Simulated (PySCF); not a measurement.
Cartesian coordinates in Å; atom numbers follow the order of the lines, from 1:
```xyz
12

C    -1.8443   -0.0138    0.0496
N    -0.4130   -0.0880    0.0139
C     0.4618    0.9356   -0.0452
C     1.7217    0.3837   -0.0641
C     1.4967   -0.9978   -0.0129
N     0.2051   -1.2628    0.0333
H    -2.1752    0.6184    0.8755
H    -2.2361    0.3902   -0.8867
H    -2.2249   -1.0231    0.1902
H     0.1345    1.9558   -0.0669
H     2.6611    0.8953   -0.1067
H     2.2139   -1.7943   -0.0060
```

PySCF 2.14.0 with density-fitted response routines calculation with GFN2-xTB structure, σ from GIAO-PBE0/pcSseg-1 and couplings computed with B3LYP/pcJ-1 (spin–dipole term only in couplings to heteroatoms); no relativistic terms, one computed conformer, rapidly exchanging positions averaged, no solvent model.

Q: Predict the 2D correlation tables (HSQC, COSY, HMBC).

A: 

HSQC (one-bond C–H):
```
             δH          δC  ¹J(C,H) (Hz)
     7.46 (H12)  141.0 (C5)           194
     7.39 (H10)  131.7 (C3)           189
     6.46 (H11)  112.8 (C4)           180
4.06 (H7/H8/H9)   39.5 (C1)           143
```

COSY cross peaks (|J| ≥ 2 Hz):
```
        δH          δH  abs. J (Hz)  bonds
7.46 (H12)  6.46 (H11)          2.3      3
7.39 (H10)  6.46 (H11)          2.8      3
```

HMBC (two and three bonds, |J| ≥ 2.5 Hz):
```
             δH                    δC [abs. J in Hz]
     7.46 (H12)  131.7 (C3) [4.7], 112.8 (C4) [11.5]
     7.39 (H10)   141.0 (C5) [8.4], 112.8 (C4) [8.6]
     6.46 (H11)   141.0 (C5) [5.8], 131.7 (C3) [9.7]
4.06 (H7/H8/H9)                     131.7 (C3) [2.7]
```

Scale: ¹H (σref 31.72), ¹³C (σref 186.93) vs TMS (reference shieldings calculated alike).

Unscaled 3J(H,H) at this level run about 10 % above measured values. Shifts are as computed. Against solution values, carbons near 30 ppm lie about +3 ppm off and those near 130 ppm about +5 ppm. Of 1211 compounds with measured shifts, 218 miss one by over three times the rms of a fit or turn the order of signals round; such compounds aren't used in these exercises.
